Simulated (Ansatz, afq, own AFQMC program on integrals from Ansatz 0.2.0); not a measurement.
**H2O, singlet: AFQMC among the cluster methods**

```yaml
atoms:
  - { symbol: O, position_ang: [0.0000, -0.1295, 0.0000] }
  - { symbol: H, position_ang: [0.0000, 1.0280, -1.5102] }
  - { symbol: H, position_ang: [0.0000, 1.0280, 1.5102] }
```

Basis 6-31G. Noble-gas cores (and the filled d shells of Ga–Kr and In–Xe) are frozen. Ansatz 0.2.0 and our own AFQMC program on the same integrals; the CISD trial comes from CCSD amplitudes, and released means the phaseless constraint is let go. Error bars are statistical, one sigma.

Determinant: UHF, the one that the program's search chose, which needn't be the lowest solution. The geometry is a point of a scan.

Full CI on the same integrals is exact in this basis and with this determinant's frozen core.

Cautions: strong correlation (T1 0.087, weight of the determinant 0.67, largest double 0.25); unrestricted determinant spin contaminated (⟨S²⟩ 1.77 against 0.00); CCSD(T) is in doubt: in a space of 8 electrons in 8 natural orbitals full CI lies 180 meV below it; CCSDT(Q) is in doubt: in a space of 8 electrons in 8 natural orbitals full CI lies 132 meV below it; the released energies are still falling, so no released level is given (meV from the phaseless value at times in 1/Eh: -19 ± 7 at 0.24, -27 ± 5 at 0.51, -40 ± 7 at 0.99, -41 ± 10 at 1.62, -60 ± 11 at 2.40), though the last usable value meets full CI within the noise; CCSDTQ on the RHF determinant differs (26 meV lower), and it is the one that meets full CI.

```
T1 diagnostic                               : 0.0870
weight of the determinant in the CISD state : 0.675
⟨S²⟩ of the determinant                     : 1.767
size of the correlated space                : 8 electrons in 12 orbitals
```

| level | correlation energy (eV) |
| --- | --- |
| MP2 | -1.5658 |
| CCSD | -2.3668 |
| CCSD(T) | -2.4893 |

Estimate where full CI lies against CCSD(T) on the same integrals.

8.60 mEh below CCSD(T).

Reference: full CI, correlation energy -2.723 eV. The cautions show a poor starting determinant, so the rows tell how each method copes with it here, and full CI is the sure value.

| level | E − E(reference) (mEh) | share of correlation (%) |
| --- | --- | --- |
| CCSD(T) | 8.60 | 91.40 |
| CCSDT | 5.44 | 94.56 |
| CCSDT(Q) | 4.24 | 95.76 |
| CCSDTQ | 1.04 | 98.96 |
| ph-AFQMC/CISD | 2.26 ± 0.27 | 97.74 |

CCSDT and higher add their correlation energy to the determinant of the CCSD(T) run, since their own runs factorise the integrals more tightly (a shift of under 2 meV). A walk keeps the symmetry of its determinant, which the program's search chose and which needn't be the lowest solution, so a lower state of the same spin and another symmetry isn't excluded.
